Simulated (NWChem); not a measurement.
Molecule: trimethylamine (C3H9N); SMILES CN(C)C

```xyz
13

C      0.3443    -1.3387     0.0608
N      0.0000     0.0000    -0.3380
C      0.9872     0.9676     0.0608
C     -1.3315     0.3712     0.0608
H      0.3802    -1.4774     1.1673
H      1.3330    -1.6126    -0.3400
H     -0.3897    -2.0556    -0.3397
H      1.0893     1.0680     1.1673
H      0.7300     1.9607    -0.3400
H      1.9751     0.6903    -0.3397
H     -1.4695     0.4094     1.1673
H     -1.5854     1.3653    -0.3397
H     -2.0631    -0.3482    -0.3400
```
Atoms are numbered in this order, from 1.

Computed with NWChem. Geometry: optimised at PBE0/def2-SVP. Level: PBE0/def2-SVP with SMD (1 M gas to 1 M solution), gas-phase geometry.

For solvent toluene:

```yaml
cavity-dispersion-structure term (kcal/mol): -1.4
```

**Question.** Estimate the same quantities for solvent water.

**Answer.** 
| Item | Result |
|---|---|
| cavity-dispersion-structure term (kcal/mol) | 0.4 |
